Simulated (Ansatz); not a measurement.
The input, for Ansatz 0.2.0:

```yaml
crystal:
  periodic: [false, false, false]
  atoms:
    - {symbol: Ge, position_ang: [-0.000002, 0.461112, 0.627548]}
    - {symbol: Br, position_ang: [-0.000001, 0.417603, -2.162594]}
    - {symbol: H, position_ang: [0.000013, -0.172647, 2.068221]}
    - {symbol: H, position_ang: [-0.000010, -0.706068, -0.533175]}
basis:
  gaussian: {orbitals: cc-pVTZ}
magnetization: {spin_polarized: true, initial_magnetization: 1}
hamiltonian: {xc: {name: PBE0}}
output: {orbitals: {seedname: orbitals}}
```

```sh
$ ansatz run in.yaml --threads 2 --pin off --events-out ev --progress --plain --max-ram 24576MiB --backend cuda --devices 0, --max-vram 18GiB
```

The program prints:

```
714 factors; integrals over basis functions are off by at most 8.0e-4 eV
mean field evaluation 1: about -126579.6173 eV, gradient 1.4e1 eV
mean field evaluation 2: about -126570.4608 eV, gradient 3.9e1 eV
mean field evaluation 4: about -126580.8980 eV, gradient 2.8e0 eV
mean field evaluation 8: about -126581.0245 eV, gradient 6.1e-1 eV
mean field evaluation 16: about -126581.0848 eV, gradient 1.2e-1 eV
mean field evaluation 32: about -126581.0831 eV, gradient 3.7e-1 eV
mean field evaluation 64: about -126581.0674 eV, gradient 3.7e-1 eV
mean field -126581.08748940 eV, -4651.7691654927 hartree, gradient 3.0e-6 eV, S^2 0.835836; 5 other end points of the search recorded, 0 dependent functions left out
reference -126581.08751441 eV, -4651.7691664118 hartree; 35, 34 occupied and 79, 80 virtual orbitals, 714 factors
Total energy: -126581.08751441 eV, -4651.7691664118 hartree
```

Ran on 2 threads of AMD EPYC 7R13 with a shared H100 80 GB, shared host: 7 s wall, 0.78 GiB peak host memory.
